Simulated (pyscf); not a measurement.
Optimised with ωB97X-D3(BJ)/def2-SVP in PySCF.

Problem. For SiH₂ [singlet] + H₂O -> HO–SiH: [singlet] + H₂, a four-centre exchange (singlet surface; H–Si, H–O broken, O–Si, H–H formed), PBE/def2-TZVP gives ΔE‡ = -5.3 kcal/mol and ΔE = -29.8 kcal/mol (zero: the separated reactants). In which direction and how far do B3LYP-D3(BJ)/def2-TZVP, M06-2X/def2-TZVP, ωB97M-D3(BJ)/def2-TZVP move these?

Solution. B3LYP-D3(BJ): ΔE‡ = 0.9 kcal/mol, ΔE = -30.1 kcal/mol; M06-2X: ΔE‡ = 0.8 kcal/mol, ΔE = -30.9 kcal/mol; ωB97M-D3(BJ): ΔE‡ = 1.4 kcal/mol, ΔE = -29.6 kcal/mol. PBE's barrier lies under all of them, by 6.2 to 6.7 kcal/mol. Its reaction energy matches one of them and lies within 1.2 kcal/mol of the others. Low barriers are usual for a GGA, whose delocalisation error favours stretched bonds. On the reactant side the descent ends in an adduct with a O–Si contact, 19.8 kcal/mol under the separated species and 20.7 kcal/mol under the saddle at ωB97X-D3(BJ)/def2-TZVP. At PBE the saddle lies under the separated reactants, which points to a path from their complex (located at ωB97X-D3(BJ) alone). What is counted as formed (O–Si) is already present as a longer contact in the reactant adduct; forming that adduct is a step of its own. At the saddle there is also a short H–Si contact that neither side keeps. This is the saddle that the search found; another between the same sides may lie lower.
